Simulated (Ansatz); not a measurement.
Program: Ansatz. Geometries: PBE0-D4/def2-TZVP. ΔE: electronic, gas phase. CCSD(T)/CBS is the MP2 limit (def2-TZVPP, def2-QZVPP) plus CCSD(T) − MP2 in def2-TZVPP, frozen cores. This one scheme is used for every species. DFT in def2-TZVPP. B3LYP here is the variant with VWN-RPA as its local correlation; programs differ in this.

`C#CC=O` → `O=c1cc1`  (isomerisation)

CCSD(T)/CBS gives +26.2 kJ/mol.

Q: Another level gave -1.8 kJ/mol. Which?
A. LDA (SPW92)/def2-TZVPP
B. revPBE/def2-TZVPP
C. B3LYP-D4/def2-TZVPP
D. B97M-V/def2-TZVPP

A: D. B97M-V -1.8, LDA (SPW92) -16.3, revPBE 3.4, B3LYP-D4 19.3 kJ/mol.

Q: What do rigid-rotor, harmonic-oscillator terms from PBE0-D4/def2-TZVP frequencies (298.15 K, 1 bar) make of the CCSD(T)/CBS value? (Estimate.)

A: The calculation gave: ΔZPE = +1.8 kJ/mol, ΔH = +26.3 kJ/mol, ΔS = -17 J/(mol·K), ΔG = +31.3 kJ/mol.

Largest T1 diagnostic among the species: 0.016.

Leaving LDA and LC-ωPBE aside and taking each functional with its dispersion term where it has one, the values, not all of them listed here, spread over 35.4 kJ/mol, from PBE0-D4 to BLYP-D4. LDA lies −15.8 kJ/mol from PBE without D4. From r2SCAN to r2SCAN0 (25 % exact exchange), in def2-TZVPP and without D4, ΔE moves by −7.0 kJ/mol.
